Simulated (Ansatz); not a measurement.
Ansatz (a quantum-chemistry and plane-wave program) input (SVWN5/6-31G*):

Ansatz 0.2 input:
```yaml
crystal:
  periodic: [false, false, false]
  atoms:
    - {symbol: C, position_ang: [0.00000000, 0.00000000, 0.00000000]}
    - {symbol: H, position_ang: [-0.91735784, -0.13145752, -0.63016769]}
    - {symbol: H, position_ang: [0.19015165, 1.06908770, -0.27718520]}
    - {symbol: H, position_ang: [-0.34859334, -0.62708691, 0.86091956]}
    - {symbol: H, position_ang: [1.07579953, -0.31054327, 0.04643333]}
basis:
  gaussian:
    orbitals: 6-31G*
hamiltonian:
  xc: {name: SVWN5}
total_charge: 1
magnetization: {spin_polarized: true, initial_magnetization: 1}
output: {forces: true}
```

Output:

```
WARN ansatz: RAYON_NUM_THREADS=1 ignored (pool sized by the plan → 1); use --threads N
Functional definition: SVWN5
integrals: 0.00 GiB planned
270 factors; integrals over basis functions are off by at most 6.4e-4 eV
mean field: 0.05 GiB planned
mean field evaluation 1: about -1070.9829 eV, gradient 4.0e1 eV
mean field evaluation 2: about -1068.2203 eV, gradient 4.3e1 eV
mean field evaluation 4: about -1078.6104 eV, gradient 4.0e-2 eV
mean field evaluation 8: about -1078.6057 eV, gradient 1.3e-3 eV
mean field -1078.60569770 eV, -39.6380282851 hartree, gradient 3.3e-5 eV, S^2 0.750582; 0 other end points of the search recorded, 0 dependent functions left out
the calculation of the forces begins
reference -1078.60571342 eV, -39.6380288629 hartree; 5, 4 occupied and 18, 19 virtual orbitals, 270 factors
Total energy: -1078.60571342 eV, -39.6380288629 hartree
Atom 0 at     0.000000     0.000000     0.000000 Å, force    -0.000001     0.000003     0.000004 eV/Å
Atom 1 at    -0.917358    -0.131458    -0.630168 Å, force    -0.341569    -0.033907    -0.212222 eV/Å
Atom 2 at     0.190152     1.069088    -0.277185 Å, force     0.074868     0.377786    -0.120554 eV/Å
Atom 3 at    -0.348593    -0.627087     0.860920 Å, force    -0.122720    -0.244295     0.296851 eV/Å
Atom 4 at     1.075800    -0.310543     0.046433 Å, force     0.389422    -0.099587     0.035921 eV/Å
Dipole moment:    -0.000000     0.000000     0.000001 e Å
```

The dipole moment of an ion depends on the origin.
